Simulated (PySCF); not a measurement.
**Gas-phase thermal properties of BF₃.NH₃**

Method: PySCF energies (xtb for GFN2) plus ideal-gas RRHO corrections (1 bar). 6-31G* has spherical d functions here. All species are closed-shell singlets. B3LYP is the form with VWN-RPA correlation. Adducts (BF₃.NH₃) have no counterpoise correction, and HF, PBE, BLYP, B3LYP and PBE0 lack dispersion. BF₃.NH₃: computed as isolated molecules; such fragments, hydroxides, amides, oligomers or adducts are transient or little studied in the gas. The harmonic model lacks anharmonicity and excited electronic states, which grow with temperature; levels with a mode under 35 cm⁻¹ are left out. Internal rotation in BF₃.NH₃ is treated as a harmonic vibration of one conformer, which makes the entropy rough.

| level | point group | σ | ZPE (kJ/mol) | S°298 (J/mol/K) | Cp298 (J/mol/K) | S°1000 (J/mol/K) | H1000 − H298 (kJ/mol) |
|---|---|---|---|---|---|---|---|
| B3LYP/6-31G* | C3v | 3 | 138.3 | 302.2 | 86.5 | 443.2 | 85.9 |
| GFN2-xTB | C3v | 3 | 127.1 | 312.4 | 92.1 | 460.2 | 89.6 |
| HF/6-31G* | C3v | 3 | 148.1 | 297.4 | 83.0 | 434.2 | 83.5 |
| PBE/def2-SVP | C3v | 3 | 132.8 | 307.2 | 88.5 | 451.2 | 87.6 |
| PBE0/def2-TZVP | C3v | 3 | 138.1 | 300.8 | 86.0 | 442.2 | 86.1 |
σ: rotational symmetry number. Electronic degeneracy used: 1. Frequencies are unscaled.
